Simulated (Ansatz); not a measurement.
Geometry optimisation, Ansatz, UKS PBE/def2-SVP.

input.yaml

```yaml
crystal:
  periodic: [false, false, false]
  atoms:
    - { symbol: "N", position_ang: [-0.97994, 0.49634, -0.52197] }
    - { symbol: C, position_ang: [0.14481, 0.14219, 0.22318] }
    - { symbol: Si, position_ang: [1.3349, -1.10053, -0.3701] }
    - { symbol: H, position_ang: [-1.48292, -0.28139, -0.92304] }
    - { symbol: H, position_ang: [-1.58611, 1.18883, -0.10835] }
    - { symbol: H, position_ang: [0.50612, 0.98107, 0.81538] }
    - { symbol: H, position_ang: [2.06313, -1.4265, 0.8849] }
magnetization:
  spin_polarized: true
  initial_magnetization: 1
basis:
  gaussian: { orbitals: def2-SVP }
hamiltonian:
  xc: pbe
relax:
  f_tol: 0.015
  max_steps: 40
```

Command:

```bash
$ ansatz run input.yaml --threads 1 --pin off --max-ram 2048MiB --backend cpu --events-out ev --progress --plain --runs-dir out
```

**Question.** Where does it end, and by what steps?

**Answer.** It converged. After 8 steps the energy has fallen by 0.288 eV; H7 moved furthest, 0.37 Å.

| step | energy less start (eV) | largest force component (eV/Å) | accepted |
| --- | --- | --- | --- |
| 0 | 0.0000 | 1.416 | yes |
| 1 | -0.1434 | 1.220 | yes |
| 2 | -0.2032 | 1.001 | yes |
| 3 | -0.2385 | 0.641 | yes |
| 4 | -0.2562 | 0.328 | yes |
| 5 | -0.2730 | 0.294 | yes |
| 6 | -0.2840 | 0.198 | yes |
| 7 | -0.2874 | 0.072 | yes |
| 8 | -0.2881 | 0.009 | yes |

```xyz
7
Properties=species:S:1:pos:R:3
N -1.022 0.434 -0.383
C 0.155 0.120 0.194
Si 1.158 -1.396 -0.300
H -1.409 -0.173 -1.114
H -1.565 1.264 -0.136
H 0.457 0.858 0.962
H 2.228 -1.107 0.777
```

The run took 18 s on 1 thread of Intel(R) Xeon(R) Platinum 8488C (Sapphire Rapids), with other jobs on the host, peak memory 0.17 GiB.
